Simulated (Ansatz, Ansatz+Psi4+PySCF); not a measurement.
Two shapes of singlet CH4O.

Shape 1:

```xyz
6

C    -0.0471    0.6644    0.0000
O    -0.0471   -0.7585    0.0000
H    -1.0930    0.9698    0.0000
H     0.8785   -1.0485    0.0000
H     0.4371    1.0804    0.8918
H     0.4371    1.0804   -0.8918
```

Shape 2:

```xyz
6

C    -0.0442    0.6669    0.0000
O    -0.0442   -0.7560    0.0000
H    -1.0900    0.9723    0.0000
H     0.8815   -1.0459    0.0000
H     0.4313    1.0753    0.8755
H     0.4313    1.0753   -0.8755
```

Basis set: cc-pVTZ (spherical functions). Frozen core: 2 orbitals. Charge 0, multiplicity 1.

Computed with Ansatz (development build ahead of 0.2.0) and Psi4 1.11; each method stands on the lowest determinant of its kind that the runs found.

(1) Which shape is lower in energy, and by how much in each method?

Results:

(1)

| method | E(2) − E(1) (eV) |
| --- | --- |
| RHF | -0.003 |
| RHF-MP2 | 0.006 |
| RHF-CCSD(T) | 0.010 |

Shape 1 is lower, bar methods that put the two within 0.005 eV.
